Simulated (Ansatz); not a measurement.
Input file:

```yaml
crystal:
  periodic: [false, false, false]
  atoms:
    - {symbol: Ge, position_ang: [0.000000, 0.000000, 0.000000]}
    - {symbol: N, position_ang: [0.000000, 0.000000, 1.738805]}
basis:
  gaussian: {orbitals: cc-pVTZ}
total_charge: 1
magnetization: {spin_polarized: true, initial_magnetization: 0}
hamiltonian: {xc: {name: PBE}}
correlation: {method: rpa, electrons: outside_noble_gas}
```

```sh
$ ansatz run in.yaml --threads 1 --pin off --events-out ev --progress --plain --max-ram 2393MiB
```

The program prints:

```
470 factors; integrals over basis functions are off by at most 1.3e-3 eV
mean field evaluation 1: about -57927.8276 eV, gradient 1.1e2 eV
mean field evaluation 2: about -57927.8221 eV, gradient 1.1e2 eV
mean field evaluation 4: about -57951.6053 eV, gradient 7.4e1 eV
mean field evaluation 8: about -57984.3240 eV, gradient 7.3e0 eV
mean field evaluation 16: about -57985.0296 eV, gradient 6.8e-1 eV
mean field evaluation 32: about -57986.2049 eV, gradient 2.2e-3 eV
mean field evaluation 64: about -57986.1998 eV, gradient 9.4e-2 eV
mean field evaluation 96: about -57986.2049 eV, gradient 4.8e-5 eV
mean field evaluation 128: about -57985.9501 eV, gradient 6.5e0 eV
mean field evaluation 160: about -57986.0830 eV, gradient 1.7e0 eV
mean field evaluation 192: about -57986.1548 eV, gradient 2.9e-2 eV
mean field evaluation 224: about -57986.2020 eV, gradient 4.7e-2 eV
mean field evaluation 256: about -57984.5369 eV, gradient 7.2e-1 eV
mean field evaluation 288: about -57986.1625 eV, gradient 5.9e-1 eV
mean field evaluation 320: about -57963.6199 eV, gradient 1.2e1 eV
mean field evaluation 352: about -57964.9114 eV, gradient 1.1e1 eV
mean field -57986.20493307 eV, -2130.9537268290 hartree, gradient 2.0e-6 eV, S^2 1.007524; 19 other end points of the search recorded, 0 dependent functions left out
15 core orbitals not correlated: weight in the atoms' cores, before any rotation towards them, 0.994 or more for the frozen orbitals, at most 0.006 for the correlated occupied ones
reference -57944.03043249 eV, -2129.4038425194 hartree; 4, 4 occupied and 54, 54 virtual orbitals, 470 factors
Total energy: -57954.98533628 eV, -2129.8064278082 hartree
```

Ran on 1 thread of AMD EPYC 7R43, shared host: 27 s wall, 0.14 GiB peak host memory.
